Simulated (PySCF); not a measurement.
# C3H6OS: the cost of one run

Computed with PySCF 2.14.0, with density-fitted response routines of our own, on a single molecule in the gas phase. Atoms are numbered from 0 throughout.

## (1) The molecule as given

11 atoms, charge 0, multiplicity 1; geometry from: GFN2-xTB. The atoms were then displaced at random by about 0.01 Å, so the start is not that level's minimum.

Bonds of the start (Å): C0–O1 1.44, O1–C2 1.33, C2–C3 1.44, C2–S4 1.63, C0–H5 1.08, C0–H6 1.11, C0–H7 1.06, C3–H8 1.07, C3–H9 1.11, C3–H10 1.12.

## (2) Optimising the geometry at PBE0-D3(BJ)/def2-SVP

What the job is given:

```
{"job": {"xc": "PBE0", "basis": "def2-SVP", "d3": "d3bj", "grid": 1, "shake": 0.01, "kind": "geom"}, "charge": 0, "multiplicity": 1}
C      1.865480    -0.043940    -0.208370
O      0.480990     0.030780    -0.604370
C     -0.456240     0.008820     0.340040
C     -1.796830     0.041790    -0.190950
S     -0.101470    -0.071440     1.931250
H      2.424400     0.024340    -1.131890
H      2.098950     0.826580     0.433580
H      2.064640    -0.936260     0.330410
H     -1.850140     0.520380    -1.145710
H     -2.197520    -0.984950    -0.282900
H     -2.494150     0.558080     0.513230
```

Command:

```console
$ OMP_NUM_THREADS=1 python probes_run.py task.json out
```

This one command runs all jobs of the session in turn.

Q: Estimate the wall time and peak memory of this first job on 1 thread of Arm Neoverse V1, shared host.

About 24 s, with a peak of 0.43 GiB.
